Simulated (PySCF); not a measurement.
# EPR parameters of C5H9S

C5H9S (doublet state).
Numbering: `[CH2:1]=[CH:2][CH2:3][CH2:4][CH:5][SH:6]` (hydrogens: H7, H8 on C1; H9 on C2; H10, H11 on C3; H12, H13 on C4; H14 on C5; H15 on S6)

Cartesian coordinates in Å at the GFN2-xTB level; atoms count from 1:
```xyz
15
C5H9S angstrom
C      2.6472    0.1293   -0.5298
C      1.5151    0.5151    0.0303
C      0.1748    0.4026   -0.6143
C     -0.7126   -0.6233    0.1423
C     -2.0511   -0.7700   -0.4643
S     -3.2813    0.4110   -0.2204
H      3.5944    0.2130   -0.0245
H      2.6745   -0.2803   -1.5264
H      1.5153    0.9206    1.0346
H     -0.3308    1.3719   -0.5981
H      0.2791    0.0856   -1.6530
H     -0.8038   -0.2990    1.1839
H     -0.2051   -1.5910    0.1257
H     -2.1666   -1.3080   -1.3887
H     -2.8536    0.8306    0.9752
```

The hyperfine couplings belong to this conformer and change with its torsions.

Method used: PySCF 2.14.0, UKS B3LYP, pcH-1 on C H S, non-relativistic, mean-field spin-orbit, GIAO. One conformer (not necessarily the lowest) at the GFN2-xTB geometry, without solvent, vibrations or thermal averaging. A GFN2-xTB geometry isn't a minimum of the functional, and hyperfine couplings can be far from their values at a DFT geometry. No stability test was run, so a lower SCF solution isn't excluded.

* g1, g2, g3: 2.00198, 2.00310, 2.00775
* g_iso: 2.00428
* Form of g: rhombic: the two nearest values differ by 19 % of g3 − g1
* ⟨S²⟩: 0.7541 (exact 0.7500)
* HOMO–LUMO gap, α and β orbitals: 4.96, 5.78 eV
* Basis functions: 250

Hyperfine couplings atom by atom, in 10⁻⁴ cm⁻¹; T1 to T3 are the principal values of the dipolar part; ρ(0) is the spin density at the nucleus (1 × 10⁻⁴ cm⁻¹ = 2.998 MHz):

| atom | isotope | a_iso | of which spin–orbit | T1 | T2 | T3 | Mulliken spin population | ρ(0) (bohr⁻³) |
| --- | --- | --- | --- | --- | --- | --- | --- | --- |
| C1 | 13C | 0.7 | 0.0 | -0.5 | -0.3 | 0.8 | 0.02 | 0.0018 |
| C2 | 13C | 1.1 | 0.0 | -0.7 | -0.2 | 0.9 | 0.00 | 0.0030 |
| C3 | 13C | 19.3 | 0.0 | -1.9 | -1.9 | 3.8 | 0.05 | 0.0514 |
| C4 | 13C | -5.9 | 0.0 | -0.7 | -0.5 | 1.2 | -0.06 | -0.0157 |
| C5 | 13C | 47.3 | 0.1 | -24.1 | -23.7 | 47.8 | 0.86 | 0.1259 |
| S6 | 33S | 1.3 | -0.1 | -7.4 | -5.9 | 13.3 | 0.16 | 0.0121 |
| H7 | 1H | 0.1 | 0.0 | -0.3 | -0.1 | 0.5 | 0.00 | 0.0000 |
| H8 | 1H | -0.2 | 0.0 | -0.3 | 0.0 | 0.3 | 0.00 | -0.0001 |
| H9 | 1H | 0.1 | 0.0 | -0.4 | -0.3 | 0.7 | 0.00 | 0.0001 |
| H10 | 1H | -1.8 | 0.0 | -1.6 | -0.2 | 1.8 | 0.00 | -0.0012 |
| H11 | 1H | -0.9 | 0.0 | -1.6 | -0.6 | 2.1 | 0.00 | -0.0006 |
| H12 | 1H | 8.2 | 0.0 | -1.6 | -1.4 | 2.9 | 0.01 | 0.0055 |
| H13 | 1H | 8.2 | 0.0 | -1.8 | -1.4 | 3.2 | 0.01 | 0.0055 |
| H14 | 1H | -16.4 | 0.0 | -11.1 | -0.6 | 11.7 | -0.04 | -0.0111 |
| H15 | 1H | 1.0 | 0.0 | -1.3 | -0.7 | 2.1 | 0.00 | 0.0007 |

Largest spin populations (Mulliken): C5 (+0.86), S6 (+0.16) and C4 (-0.06). The angles at C5 add up to 354.2°, so it is nearly planar; its axial dipolar tensor and the negative coupling of its proton fit spin in a p orbital normal to that plane.

Axes: g3 points within 8° of the S6–H15 bond.

Under fast tumbling the dipolar parts average out, and these isotropic splittings remain: 1 × 1H (H14, I = 1/2, 2 lines) with 1.76 mT, 2 × 1H (H12/H13, I = 1/2, 3 lines) with 0.88 mT, 2 × 1H (H10/H11, I = 1/2, 3 lines) with 0.15 mT and 1 × 1H (H15, I = 1/2, 2 lines) with 0.11 mT.

Class means assume fast exchange of nuclei equivalent by connectivity; if that motion is slow, each nucleus keeps its own coupling.

The 13C coupling of C5 (141.9 MHz) shows only in satellite lines or after enrichment, since that isotope makes up about 1.07 % of natural carbon.

Time: 55 s (with the writing of density and orbital grids); peak memory 0.89 GiB. Hardware: one thread of an Arm Neoverse V2, no GPU, shared host with 96 logical CPUs at a one-minute load of 33.
